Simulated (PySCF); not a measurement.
Computed with PySCF and rigid-rotor harmonic-oscillator thermochemistry at 1 bar. The comparison is the NASA 1993 polynomial table, which mixes measured and estimated data. All species are closed-shell singlets. The harmonic model lacks anharmonicity and excited electronic states, which grow with temperature; levels with a mode under 35 cm⁻¹ are left out. The table's entry may be an old estimate for SiH2Cl2 (not checked at source).

Harmonic frequencies at PBE0/def2-TZVP (cm⁻¹): 185, 528, 591, 593, 707, 870, 950, 2272, 2286. Point group C2v; S°(298 K) = 287.0 J/mol/K at this level.

Question: Work out Cp and S° of gaseous SiH2Cl2 at 500, 800, 1200, 1600, 2000 K from these, and set them beside the table.

Answer: 
```
T (K)  Cp PBE0/def2-TZVP  Cp table  S° PBE0/def2-TZVP  S° table
-----  -----------------  --------  -----------------  --------
500                 78.0      78.1              323.4     323.1
800                 89.8      89.9              363.0     362.7
1200                97.7      97.6              401.0     400.8
1600               101.6     101.7              429.7     429.5
2000               103.7     104.0              452.7     452.5
```
Units J/mol/K.
